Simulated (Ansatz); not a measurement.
A structure relaxed at PBE0-D4/def2-TZVP in Ansatz, charge 0, singlet:

```xyz
4

S     0.440   -0.988   -0.311
S     0.484    0.909    0.455
H    -0.652   -1.441    0.333
H    -0.271    1.521   -0.477
```

**Question.** Give its formula, name or SMILES and point group.

**Answer.** H2S2. Point group C2 (tolerance 0.1 Å).

**Question.** Summarise the bond lengths by kind (pairs closer than 1.2 times the sum of covalent radii, bridged metal pairs left out).

**Answer.** 1 × S–S 2.05 Å; 2 × H–S 1.35 Å.
